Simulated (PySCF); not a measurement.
# PO⁺: energy against distance

Set-up: PySCF, no relativity, basis sets P def2-TZVP, O def2-TZVP. Energies in eV from P⁺ + O in their ground configurations at the same level. State: ¹Σ⁺ (singlet), closed shell.

All columns are PBE0. A positive dipole points towards O; it is taken about the centre of mass and depends on that origin.

| R (Å) | E (eV) | μ (D) | Mulliken charge on P (basis-dependent) | HOMO (eV) | LUMO (eV) | Mayer bond order | ⟨S²⟩ |
| --- | --- | --- | --- | --- | --- | --- | --- |
| 1.224 | -5.476 | -2.97 | 0.96 | -19.76 | -10.43 | 2.72 | 0.00 |
| 1.281 | -6.861 | -3.09 | 0.99 | -19.74 | -10.68 | 2.69 | 0.00 |
| 1.338 | -7.626 | -3.21 | 1.02 | -19.70 | -10.93 | 2.65 | 0.00 |
| 1.380 | -7.897 | -3.31 | 1.04 | -19.65 | -11.11 | 2.63 | 0.00 |
| 1.423 | -7.970 | -3.40 | 1.05 | -19.60 | -11.29 | 2.61 | 0.00 |
| 1.466 | -7.889 | -3.49 | 1.07 | -19.53 | -11.46 | 2.60 | 0.00 |
| 1.523 | -7.602 | -3.60 | 1.08 | -19.22 | -11.68 | 2.58 | 0.00 |
| 1.594 | -7.043 | -3.75 | 1.09 | -18.77 | -11.94 | 2.57 | 0.00 |
| 1.679 | -6.198 | -3.91 | 1.09 | -18.29 | -12.22 | 2.57 | 0.00 |
| 1.793 | -4.937 | -4.10 | 1.08 | -17.73 | -12.54 | 2.57 | 0.00 |

A fit through these points gives, at Re = 1.420 Å, μ = -3.39 D and dμ/dR = -2.12 D/Å; the reduced mass is 10.55 u.

**Question.** How strong is the fundamental in the double-harmonic approximation, I = 42.26·(dμ/dR)²/μred km/mol?

**Answer.** I = 42.26·(-2.12)²/10.55 = 18.0 km/mol at PBE0.

For an ion De counts to the pair picked by the measured ionisation energies or electron affinities, which need not be the lowest pair at this level.
